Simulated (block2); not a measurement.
**H3PO (phosphinous acid) at DMRG/STO-3G**

Aim: the energy change on altering one bond length of H3PO (phosphinous acid) at DMRG/STO-3G, from 2 runs. Input form: a Python script.

The results are computed with block2 0.5.4.

2 further runs of the same task are left out: 1 that didn't finish, 1 set aside as unsound or not needed.

## 1. The structure to begin with

H3PO: 5 atoms, total charge 0, spin state singlet. SMILES: `OP`. Geometry: relaxed at GFN2-xTB. This is one conformer, not always the lowest.

Bond lengths: O1–P2 1.645 Å, O1–H3 0.958 Å, P2–H4 1.403 Å, P2–H5 1.403 Å. Angles: O1–P2–H4 95.9°, O1–P2–H5 95.7°, P2–O1–H3 113.3°, H4–P2–H5 91.5°.

## 2. A single-point energy at DMRG/STO-3G

job.py reads:

```python
import numpy as np
from pyscf import cc, dft, gto, mcscf, mp, scf
from pyblock2._pyscf.ao2mo import integrals as itg
from pyblock2.driver.core import DMRGDriver, SymmetryTypes

geom = [
    ("O", (0.326920, -0.538490, 0.764510)),
    ("P", (0.075570, 0.235390, -0.665060)),
    ("H", (1.103530, -1.099890, 0.760040)),
    ("H", (-1.287490, -0.081570, -0.762230)),
    ("H", (-0.218530, 1.484560, -0.097260)),
]
mol = gto.M(
    atom=geom,
    basis="sto-3g",
    charge=0,
    verbose=4,
)
print("basis functions                = %d" % (mol.nao))
mf = scf.RHF(mol)
mf.conv_tol = 1e-10
mf.max_cycle = 200
mf.kernel()
if not mf.converged:
    mf = mf.newton().run(mf.mo_coeff, mf.mo_occ)
print("SCF energy                     = %.10f" % (mf.e_tot))
# MP2, CCSD and CCSD(T) with the same frozen core
ref = mf
pt = mp.MP2(ref, frozen=6).run()
mycc = cc.CCSD(ref, frozen=6)
mycc.max_cycle = 150
mycc.kernel()
print("MP2 total energy               = %.10f" % (pt.e_tot))
if mycc.converged:
    print(f"E(CCSD)                        = {mycc.e_tot:.10f}")
    print(f"E(CCSD(T))                     = {mycc.e_tot + mycc.ccsd_t():.10f}")
    print(f"T1                             = {mycc.get_t1_diagnostic():.4f}")
# a few density functionals on the same geometry and basis
ks = dft.RKS(mol, xc="b3lyp").set(conv_tol=1e-9, verbose=3).run()
if ks.converged:
    print(f"E(B3LYP)                       = {ks.e_tot:.8f}")
ks = dft.RKS(mol, xc="pbe").set(conv_tol=1e-9, verbose=3).run()
if ks.converged:
    print(f"E(PBE)                         = {ks.e_tot:.8f}")
ks = dft.RKS(mol, xc="pbe0").set(conv_tol=1e-9, verbose=3).run()
if ks.converged:
    print(f"E(PBE0)                        = {ks.e_tot:.8f}")
ks = dft.RKS(mol, xc="revpbe").set(conv_tol=1e-9, verbose=3).run()
if ks.converged:
    print("E(revPBE)                      = %.8f" % (ks.e_tot))
# rotate to MP2 natural orbitals
occ_no, mo = mcscf.addons.make_natural_orbitals(mp.MP2(mf, frozen=6).run())
mf.mo_coeff = mo
ncas, n_elec, spin, ecore, h1e, g2e, orb_sym = itg.get_rhf_integrals(mf, ncore=6, ncas=11, pg_symm=False, g2e_symm=1)
driver = DMRGDriver(scratch="./tmp", symm_type=SymmetryTypes.SU2, stack_mem=1500 << 20, n_threads=1)
# orbital ordering
idx = driver.orbital_reordering(h1e, g2e, method="fiedler")
print("orbital order:", idx.tolist())
h1e = h1e[np.ix_(idx, idx)]
g2e = g2e[np.ix_(idx, idx, idx, idx)]
orb_sym = np.array(orb_sym)[idx]
driver.initialize_system(n_sites=ncas, n_elec=n_elec, spin=spin, orb_sym=orb_sym)
mpo = driver.get_qc_mpo(h1e=h1e, g2e=g2e, ecore=ecore, iprint=1)
ket = driver.get_random_mps(tag="GS", bond_dim=25, nroots=1)
bond_dims = [25] * 4 + [50] * 3 + [100] * 3
noises = [0.0001] * 4 + [0.0001] * 3 + [1e-05] * 3 + [0]
thrds = [1e-07] * 10
e = driver.dmrg(mpo, ket, n_sweeps=16, tol=1e-06, bond_dims=bond_dims, noises=noises, thrds=thrds, iprint=1)
ms, dws, es = driver.get_dmrg_results()
print("discarded weight               = %.3e" % (dws[-1]))
print("E(final)                       = %.10f" % (e))
dm1 = driver.get_1pdm(ket)
print("occupation numbers             =", np.round(np.linalg.eigvalsh(dm1)[::-1], 5).tolist())
c_act = mf.mo_coeff[:, 6:17][:, idx]
dm_ao = c_act @ dm1 @ c_act.T + 2 * mf.mo_coeff[:, :6] @ mf.mo_coeff[:, :6].T
print("dipole moment (debye)          =", np.round(scf.hf.dip_moment(mol, dm_ao, verbose=0), 4).tolist())
print("largest bipartite entropy      = %.4f" % (max(driver.get_bipartite_entanglement(ket))))
csf, coef = driver.get_csf_coefficients(ket, cutoff=0.05, iprint=1)
print(f"leading coefficient squared    = {np.max(np.abs(coef)) ** 2:.4f}")
# FCI check
ci = mcscf.CASCI(mf, 11, (7, 7))
ci.fix_spin_(ss=0)
ci.fcisolver.conv_tol = 1e-10
ci.fcisolver.max_cycle = 200
ci.kernel()
print(f"exact diagonalisation          = {ci.e_tot:.10f}")
```

Run with:

```bash
$ python job.py
```

Output:

```text
[INPUT] verbose = 4
[INPUT] num. atoms = 5
[INPUT] num. electrons = 26
[INPUT] charge = 0
[INPUT] spin (= nelec alpha-beta = 2S) = 0
[INPUT] symmetry False subgroup None
[INPUT] Mole.unit = angstrom
[INPUT] Symbol           X                Y                Z      unit          X                Y                Z       unit  Magmom
[INPUT]  1 O      0.326920000000  -0.538490000000   0.764510000000 AA    0.617789264643  -1.017598620817   1.444714519491 Bohr   0.0
[INPUT]  2 P      0.075570000000   0.235390000000  -0.665060000000 AA    0.142806603233   0.444822632461  -1.256781256403 Bohr   0.0
[INPUT]  3 H      1.103530000000  -1.099890000000   0.760040000000 AA    2.085369470241  -2.078490867148   1.436267443714 Bohr   0.0
[INPUT]  4 H     -1.287490000000  -0.081570000000  -0.762230000000 AA   -2.433003488116  -0.154144959981  -1.440405943927 Bohr   0.0
[INPUT]  5 H     -0.218530000000   1.484560000000  -0.097260000000 AA   -0.412961850001   2.805411815484  -0.183794762875 Bohr   0.0

nuclear repulsion = 62.282433716738
number of shells = 11
number of NR pGTOs = 51
number of NR cGTOs = 17
basis = sto-3g
ecp = {}
CPU time:         1.14
basis functions                = 17

******** <class 'pyscf.scf.hf.RHF'> ********
method = RHF
initial guess = minao
damping factor = 0
level_shift factor = 0
DIIS = <class 'pyscf.scf.diis.CDIIS'>
diis_start_cycle = 1
diis_space = 8
diis_damp = 0
SCF conv_tol = 1e-10
SCF conv_tol_grad = None
SCF max_cycles = 200
direct_scf = True
direct_scf_tol = 1e-13
chkfile to save SCF result = tmpq_p06bps
max_memory 1800 MB (current use 108 MB)
Set gradient conv threshold to 1e-05
Initial guess from minao.
init E= -412.309396636839
  HOMO = -0.233078059762144  LUMO = 0.241330413282568  gap/eV = 12.90931
cycle= 1 E= -412.417684902565  delta_E= -0.108  |g|= 0.355  |ddm|= 2.58
  HOMO = -0.230255380542736  LUMO = 0.469402602801883  gap/eV = 19.03866
cycle= 2 E= -412.464630195935  delta_E= -0.0469  |g|= 0.0815  |ddm|= 0.645
  HOMO = -0.275184090726917  LUMO = 0.453825194007693  gap/eV = 19.83735
cycle= 3 E= -412.467040687583  delta_E= -0.00241  |g|= 0.0156  |ddm|= 0.123
  HOMO = -0.280349476848825  LUMO = 0.451061803806189  gap/eV = 19.90271
cycle= 4 E= -412.467195932987  delta_E= -0.000155  |g|= 0.00198  |ddm|= 0.0453
  HOMO = -0.279443304265476  LUMO = 0.451851818026159  gap/eV = 19.89955
cycle= 5 E= -412.467198986626  delta_E= -3.05e-06  |g|= 0.000459  |ddm|= 0.00645
  HOMO = -0.27942348983362  LUMO = 0.451892854584475  gap/eV = 19.90013
cycle= 6 E= -412.467199174813  delta_E= -1.88e-07  |g|= 6.84e-05  |ddm|= 0.00174
  HOMO = -0.279420692248857  LUMO = 0.451891745366237  gap/eV = 19.90003
cycle= 7 E= -412.467199178949  delta_E= -4.14e-09  |g|= 1.35e-05  |ddm|= 0.000243
  HOMO = -0.279417955479997  LUMO = 0.45189166919087  gap/eV = 19.89995
cycle= 8 E= -412.467199179093  delta_E= -1.44e-10  |g|= 1.89e-06  |ddm|= 4.87e-05
  HOMO = -0.279418106973363  LUMO = 0.451891695857817  gap/eV = 19.89995
cycle= 9 E= -412.467199179096  delta_E= -2.84e-12  |g|= 2.75e-07  |ddm|= 6.35e-06
  HOMO = -0.279418129340793  LUMO = 0.451891644603717  gap/eV = 19.89995
Extra cycle  E= -412.467199179097  delta_E= -1.14e-12  |g|= 1.08e-07  |ddm|= 6.16e-07
converged SCF energy = -412.467199179097
SCF energy                     = -412.4671991791

******** <class 'pyscf.mp.mp2.RMP2'> ********
nocc = 7, nmo = 11
frozen orbitals 6
max_memory 1800 MB (current use 123 MB)
E(RMP2) = -412.537162747297  E_corr = -0.0699635681996162
E(SCS-RMP2) = -412.546480168314  E_corr = -0.0792809892166143
E_corr(same-spin) = -0.0053945684110674
E_corr(oppo-spin) = -0.0645689997885488

******** <class 'pyscf.cc.ccsd.CCSD'> ********
CC2 = 0
CCSD nocc = 7, nmo = 11
frozen orbitals 6
max_cycle = 150
direct = 0
conv_tol = 1e-07
conv_tol_normt = 1e-05
diis_space = 6
diis_start_cycle = 0
diis_start_energy_diff = 1e+09
max_memory 1800 MB (current use 123 MB)
Init t2, MP2 energy = -412.53716274764  E_corr(MP2) -0.0699635685428787
Init E_corr(CCSD) = -0.0699635685428843
cycle = 1  E_corr(CCSD) = -0.0869542300809229  dE = -0.0169906615  norm(t1,t2) = 0.0450323
cycle = 2  E_corr(CCSD) = -0.0928797710451036  dE = -0.00592554096  norm(t1,t2) = 0.016878
cycle = 3  E_corr(CCSD) = -0.0961118223151207  dE = -0.00323205127  norm(t1,t2) = 0.00723489
cycle = 4  E_corr(CCSD) = -0.0963748339828303  dE = -0.000263011668  norm(t1,t2) = 0.00155185
cycle = 5  E_corr(CCSD) = -0.0963282513968868  dE = 4.65825859e-05  norm(t1,t2) = 0.000616079
cycle = 6  E_corr(CCSD) = -0.0963277553928939  dE = 4.96003993e-07  norm(t1,t2) = 8.13863e-05
cycle = 7  E_corr(CCSD) = -0.0963260210729434  dE = 1.73431995e-06  norm(t1,t2) = 2.50908e-05
cycle = 8  E_corr(CCSD) = -0.0963262192054523  dE = -1.98132509e-07  norm(t1,t2) = 8.71827e-06
cycle = 9  E_corr(CCSD) = -0.0963263096307463  dE = -9.0425294e-08  norm(t1,t2) = 2.91534e-06
CCSD converged
E(CCSD) = -412.5635254887279  E_corr = -0.0963263096307463
MP2 total energy               = -412.5371627473
E(CCSD)                        = -412.5635254887
CCSD(T) correction = -0.000964735878681192
E(CCSD(T))                     = -412.5644902246
T1                             = 0.0092
radial grids:
    Treutler-Ahlrichs [JCP 102, 346 (1995); DOI:10.1063/1.469408] (M4) radial grids

becke partition: Becke, JCP 88, 2547 (1988); DOI:10.1063/1.454033
pruning grids: <function nwchem_prune at 0x7faaa1aa74c0>
grids dens level: 3
symmetrized grids: False
atomic radii adjust function: <function treutler_atomic_radii_adjust at 0x7faaa1aa79c0>
tot grids = 62688
converged SCF energy = -413.415449507557
E(B3LYP)                       = -413.41544951
radial grids:
    Treutler-Ahlrichs [JCP 102, 346 (1995); DOI:10.1063/1.469408] (M4) radial grids

becke partition: Becke, JCP 88, 2547 (1988); DOI:10.1063/1.454033
pruning grids: <function nwchem_prune at 0x7faaa1aa74c0>
grids dens level: 3
symmetrized grids: False
atomic radii adjust function: <function treutler_atomic_radii_adjust at 0x7faaa1aa79c0>
tot grids = 62688
converged SCF energy = -413.153944866255
E(PBE)                         = -413.15394487
radial grids:
    Treutler-Ahlrichs [JCP 102, 346 (1995); DOI:10.1063/1.469408] (M4) radial grids

becke partition: Becke, JCP 88, 2547 (1988); DOI:10.1063/1.454033
pruning grids: <function nwchem_prune at 0x7faaa1aa74c0>
grids dens level: 3
symmetrized grids: False
atomic radii adjust function: <function treutler_atomic_radii_adjust at 0x7faaa1aa79c0>
tot grids = 62688
converged SCF energy = -413.220192421595
E(PBE0)                        = -413.22019242
radial grids:
    Treutler-Ahlrichs [JCP 102, 346 (1995); DOI:10.1063/1.469408] (M4) radial grids

becke partition: Becke, JCP 88, 2547 (1988); DOI:10.1063/1.454033
pruning grids: <function nwchem_prune at 0x7faaa1aa74c0>
grids dens level: 3
symmetrized grids: False
atomic radii adjust function: <function treutler_atomic_radii_adjust at 0x7faaa1aa79c0>
tot grids = 62688
converged SCF energy = -413.326860635406
E(revPBE)                      = -413.32686064

******** <class 'pyscf.mp.mp2.RMP2'> ********
nocc = 7, nmo = 11
frozen orbitals 6
max_memory 1800 MB (current use 151 MB)
E(RMP2) = -412.537162747297  E_corr = -0.0699635681996162
E(SCS-RMP2) = -412.546480168314  E_corr = -0.0792809892166143
E_corr(same-spin) = -0.0053945684110674
E_corr(oppo-spin) = -0.0645689997885488
orbital order: [5, 8, 10, 3, 2, 7, 6, 4, 9, 0, 1]
integral symmetrize error =  0.0
integral cutoff error =  0.0
mpo terms =       8777

Build MPO | Nsites =    11 | Nterms =       8777 | Algorithm = FastBIP | Cutoff = 1.00e-20
 Site =     0 /    11 .. Mmpo =    14 DW = 0.00e+00 NNZ =       14 SPT = 0.0000 Tmvc = 0.002 T = 0.004
 Site =     1 /    11 .. Mmpo =    44 DW = 0.00e+00 NNZ =      195 SPT = 0.6834 Tmvc = 0.002 T = 0.006
 Site =     2 /    11 .. Mmpo =    66 DW = 0.00e+00 NNZ =      387 SPT = 0.8667 Tmvc = 0.002 T = 0.007
 Site =     3 /    11 .. Mmpo =    96 DW = 0.00e+00 NNZ =      649 SPT = 0.8976 Tmvc = 0.002 T = 0.007
 Site =     4 /    11 .. Mmpo =   134 DW = 0.00e+00 NNZ =      923 SPT = 0.9282 Tmvc = 0.003 T = 0.010
 Site =     5 /    11 .. Mmpo =   134 DW = 0.00e+00 NNZ =     4037 SPT = 0.7752 Tmvc = 0.003 T = 0.019
 Site =     6 /    11 .. Mmpo =    96 DW = 0.00e+00 NNZ =      927 SPT = 0.9279 Tmvc = 0.001 T = 0.007
 Site =     7 /    11 .. Mmpo =    66 DW = 0.00e+00 NNZ =      647 SPT = 0.8979 Tmvc = 0.001 T = 0.005
 Site =     8 /    11 .. Mmpo =    44 DW = 0.00e+00 NNZ =      388 SPT = 0.8664 Tmvc = 0.001 T = 0.003
 Site =     9 /    11 .. Mmpo =    14 DW = 0.00e+00 NNZ =      195 SPT = 0.6834 Tmvc = 0.000 T = 0.002
 Site =    10 /    11 .. Mmpo =     1 DW = 0.00e+00 NNZ =       14 SPT = 0.0000 Tmvc = 0.000 T = 0.000
Ttotal =      0.069 Tmvc-total = 0.016 MPO bond dimension =   134 MaxDW = 0.00e+00
NNZ =         8376 SIZE =        63424 SPT = 0.8679

Rank =     0 Ttotal =      0.071 MPO method = FastBipartite bond dimension =     134 NNZ =         8376 SIZE =        63424 SPT = 0.8679

Sweep =    0 | Direction =  forward | Bond dimension =   25 | Noise =  1.00e-04 | Dav threshold =  1.00e-07
Time elapsed =      0.654 | E =    -412.5461664188 | DW = 8.32375e-05

Sweep =    1 | Direction = backward | Bond dimension =   25 | Noise =  1.00e-04 | Dav threshold =  1.00e-07
Time elapsed =      1.101 | E =    -412.5630988536 | DE = -1.69e-02 | DW = 7.07580e-05

Sweep =    2 | Direction =  forward | Bond dimension =   25 | Noise =  1.00e-04 | Dav threshold =  1.00e-07
Time elapsed =      1.584 | E =    -412.5639385447 | DE = -8.40e-04 | DW = 1.36559e-04

Sweep =    3 | Direction = backward | Bond dimension =   25 | Noise =  1.00e-04 | Dav threshold =  1.00e-07
Time elapsed =      2.063 | E =    -412.5640741458 | DE = -1.36e-04 | DW = 1.29318e-04

Sweep =    4 | Direction =  forward | Bond dimension =   50 | Noise =  1.00e-04 | Dav threshold =  1.00e-07
Time elapsed =      2.676 | E =    -412.5645843488 | DE = -5.10e-04 | DW = 6.64783e-06

Sweep =    5 | Direction = backward | Bond dimension =   50 | Noise =  1.00e-04 | Dav threshold =  1.00e-07
Time elapsed =      3.539 | E =    -412.5646572986 | DE = -7.29e-05 | DW = 1.45834e-05

Sweep =    6 | Direction =  forward | Bond dimension =   50 | Noise =  1.00e-04 | Dav threshold =  1.00e-07
Time elapsed =      4.336 | E =    -412.5646808730 | DE = -2.36e-05 | DW = 1.44013e-05

Sweep =    7 | Direction = backward | Bond dimension =  100 | Noise =  1.00e-05 | Dav threshold =  1.00e-07
Time elapsed =      5.552 | E =    -412.5647422395 | DE = -6.14e-05 | DW = 5.72417e-07

Sweep =    8 | Direction =  forward | Bond dimension =  100 | Noise =  1.00e-05 | Dav threshold =  1.00e-07
Time elapsed =      7.176 | E =    -412.5647575891 | DE = -1.53e-05 | DW = 1.90317e-06

Sweep =    9 | Direction = backward | Bond dimension =  100 | Noise =  1.00e-05 | Dav threshold =  1.00e-07
Time elapsed =      8.833 | E =    -412.5647576386 | DE = -4.95e-08 | DW = 1.82628e-06

Sweep =   10 | Direction =  forward | Bond dimension =  100 | Noise =  0.00e+00 | Dav threshold =  1.00e-07
Time elapsed =     10.450 | E =    -412.5647581984 | DE = -5.60e-07 | DW = 1.82677e-06

discarded weight               = 1.827e-06
E(final)                       = -412.5647581984
occupation numbers             = [1.99782, 1.99491, 1.99309, 1.97732, 1.97123, 1.9681, 1.96572, 0.03994, 0.03746, 0.0278, 0.02659]
dipole moment (debye)          = [0.6909, -0.2887, -0.5331]
largest bipartite entropy      = 0.1979
mps center changed (temporarily)
DTRIE T =      0.002
Number of CSF =          6 (cutoff =      0.05)
Sum of weights of included CSF =    0.965862450808694

CSF          0 20022022022  =    0.966451333134647
CSF          1 20022202022  =   -0.100838994149619
CSF          2 20022020222  =   -0.083030377776600
CSF          3 02022022022  =   -0.078419722080249
CSF          4 ++--2022022  =   -0.077851546944880
CSF          5 +-+-2022022  =    0.050608388072257
leading coefficient squared    = 0.9340

******** <class 'pyscf.mcscf.casci.CASCI'> ********
CAS (7e+7e, 11o), ncore = 6, nvir = 0
natorb = False
canonicalization = True
sorting_mo_energy = False
max_memory 1800 MB (current use 332 MB)
******** <class 'pyscf.fci.addons.SpinPenaltyFCISolver'> ********
max. cycles = 200
conv_tol = 1e-10
davidson only = True
linear dependence = 1e-12
level shift = 0.001
max iter space = 12
max_memory 1800 MB
nroots = 1
pspace_size = 400
spin = None
Density matrix diagonal elements [1.99758956 1.99426024 1.99270507 1.97557997 1.97253528 1.96817457
 1.9656639  0.04024897 0.03805072 0.02707871 0.02811302]
CASCI converged
CASCI E = -412.564765572469  E(CI) = -44.7424190777392  S^2 = 0.0000000
exact diagonalisation          = -412.5647655725
```

It took 26 s on 1 thread of Intel Xeon at 2.50GHz (Skylake/Cascade Lake), shared host; peak memory 0.31 GiB.

(Part 1 of 2 ends here.)
